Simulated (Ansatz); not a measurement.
# CH6OSi: rigid scan of one bond length, by script

How does the energy of CH6OSi change as one bond is stretched? A script is to give a rigid scan of one bond length; the system is CH6OSi.

All numbers are computed with Ansatz 0.2.0, driven from Python. Level of theory: r2SCAN/def2-SVP.

## 1. The system

Bond lengths: C1–Si2 1.779 Å, Si2–O3 1.637 Å, C1–H4 1.077 Å, C1–H5 1.117 Å, C1–H6 1.131 Å, Si2–H7 1.497 Å, Si2–H8 1.444 Å, O3–H9 1.000 Å. Angles: C1–Si2–O3 112.4°, C1–Si2–H7 110.5°, C1–Si2–H8 110.7°, O3–Si2–H7 108.3°, O3–Si2–H8 106.6°, H7–Si2–H8 108.3°, Si2–C1–H4 113.0°, Si2–C1–H5 114.6°, Si2–C1–H6 114.4°, H4–C1–H5 102.4°, H4–C1–H6 107.7°, H5–C1–H6 103.8°, Si2–O3–H9 120.2°.

The script holds or builds the structure itself.

## 2. Script

The input, scan_ch6osi.py:

```python
"""Stretching a bond of CH6OSi, the rest held rigid."""

import ansatz
from ase import Atoms
import matplotlib.pyplot as plt
import numpy as np

BASIS = "def2-SVP"
XC = "r2scan"

atoms = Atoms(["C", "Si", "O", "H", "H", "H", "H", "H", "H"], positions=[
    (-0.7413, 0.586, -0.5874),
    (0.4906, -0.5639, -0.0183),
    (1.2566, -0.0394, 1.3295),
    (-1.2326, 0.2631, -1.4898),
    (-0.3425, 1.5888, -0.8774),
    (-1.5432, 0.8253, 0.173),
    (1.5183, -0.7995, -1.081),
    (-0.1127, -1.8316, 0.3184),
    (0.7953, -0.0751, 2.216),
])
mol = ansatz.Crystal.molecule_from_ase(atoms)

symbols = [site.symbol for site in mol.cartesian_sites]
start = np.array([site.position_ang for site in mol.cartesian_sites])
axis = (start[2] - start[1]) / np.linalg.norm(start[2] - start[1])
moving = [2, 8]
lengths, energies = [1.44, 1.506, 1.571, 1.637, 1.702, 1.768, 1.833, 1.931], []
for length in lengths:
    xyz = start.copy()
    xyz[moving] += (length - np.linalg.norm(start[2] - start[1])) * axis
    point = ansatz.Crystal.molecule()
    for symbol, place in zip(symbols, xyz):
        point = point.atom(symbol, place.tolist())
    calculation = point.calculation().basis(gaussian=BASIS).functional(XC)
    summary = calculation.run(threads=1).report
    energies.append(summary["free_energy_ev"])
    print(f"r = {length:6.3f} A  E = {energies[-1]:.5f} eV  <S^2> = {abs(summary['mean_field']['state']['spin_squared']):.3f}")

# quartic fit about the minimum
fit = np.polynomial.Polynomial.fit(lengths, np.array(energies) - min(energies), 4).convert()
roots = [r.real for r in fit.deriv().roots() if abs(r.imag) < 1e-9 and fit.deriv(2)(r.real) > 0]
r_e = min(roots, key=lambda r: abs(r - lengths[int(np.argmin(energies))]))
print(f"minimum of the fit at {r_e:.4f} A, force constant {fit.deriv(2)(r_e):.2f} eV/A^2")
plt.figure(figsize=(4.5, 3))
plt.plot(lengths, np.array(energies) - min(energies), "o-")
plt.xlabel("bond length (A)")
plt.ylabel("E - E(min) (eV)")
plt.tight_layout()
plt.savefig("scan.png", dpi=100)
```

## 3. The input behind the calls

The package turns the script's settings into the engine's input (first run):

```yaml
crystal:
  periodic: [false, false, false]
  atoms:
    - { symbol: C, position_ang: [-0.7413, 0.586, -0.5874] }
    - { symbol: Si, position_ang: [0.4906, -0.5639, -0.0183] }
    - { symbol: O, position_ang: [1.1645874871195985, -0.10240334596053607, 1.1676012208091313] }
    - { symbol: H, position_ang: [-1.2326, 0.2631, -1.4898] }
    - { symbol: H, position_ang: [-0.3425, 1.5888, -0.8774] }
    - { symbol: H, position_ang: [-1.5432, 0.8253, 0.173] }
    - { symbol: H, position_ang: [1.5183, -0.7995, -1.081] }
    - { symbol: H, position_ang: [-0.1127, -1.8316, 0.3184] }
    - { symbol: H, position_ang: [0.7032874871195984, -0.13810334596053608, 2.0541012208091316] }
basis:
  gaussian:
    orbitals: def2-SVP
hamiltonian:
  xc: r2scan
```

## 4. The run

On the command line:

```bash
python scan_ch6osi.py
```

Without the output at hand: what should come out? Wanted: range of energy; lowest point, distance.

The runs gave:

| quantity | value |
| --- | --- |
| bond length at the fit's minimum | 1.6704 Å |
| runs compared | 8 |
| range of energy | 1.248 eV |
| lowest point, distance (Å) | 1.70 |

**Reading.** The curve has its lowest point inside the range, at 1.70. The ends stand 1.25 and 0.663 eV above it. The distance scanned is the script's pair 1, 2. Notes:
- The rest of the molecule is held rigid at a force-field or estimated start geometry, and the basis set is modest; single-reference methods fail as a bond breaks.
- The orbitals are restricted, so S² is zero by construction.
